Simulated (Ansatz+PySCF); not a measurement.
A calculation with Ansatz (development build ahead of 0.2.0).

```yaml
crystal:
  periodic: [false, false, false]
  atoms:
    - { symbol: Mg, position_ang: [0.0, 0.0, 0.0] }
    - { symbol: Si, position_ang: [1.56718, 2.08957, 4.52405] }
basis:
  gaussian: { orbitals: STO-3G }
magnetization:
  initial_magnetization: 2
hamiltonian:
  xc: hf
correlation:
  method: ccsd_t
  frozen_orbitals: { Mg: 1, Si: 5 }
```

The input is written out in the form of the current development build from the run's settings. Correlation on restricted open-shell orbitals is semicanonical, with singles.

Results

| Property | Result |
| --- | --- |
| Converged | yes |
| Reference energy | -482.47358 hartree |
| CCSD correlation energy | -0.06623 hartree |
| Triples correction | -0.00094 hartree |
| Total energy | -482.54075 hartree |
| Spin squared of the determinant | 2.000 |
| Stability test | minimum among restricted orbitals |
| T1 diagnostic | 0.003 |
| Largest doubles amplitude | 0.13 |
| Occupied orbitals by symmetry in an Abelian subgroup (alpha; beta) | 8 A1 3 B1 3 B2; 8 A1 2 B1 2 B2 |
